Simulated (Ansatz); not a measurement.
## hcp Hf

All values below come from PBEsol in Ansatz (PAW).

Run with plane-wave cutoff 500 eV, 5×5×5 k mesh, Fermi–Dirac smearing 0.1 eV, cell of 36 sites, scalar-relativistic PAW data made under PBE.

Cell: relaxed at this level.

- vacancy formation energy: 2.34 eV
- vacancy formation energy before relaxation: 2.41 eV

Note: energies are extrapolated to zero smearing, and mesh and cell size move such values by some hundredths of an eV or more.

Spin–orbit coupling is not included.

Computed values are for the static lattice.

The result took roughly 50 core-minutes.

Ansatz is a program for electronic structure.
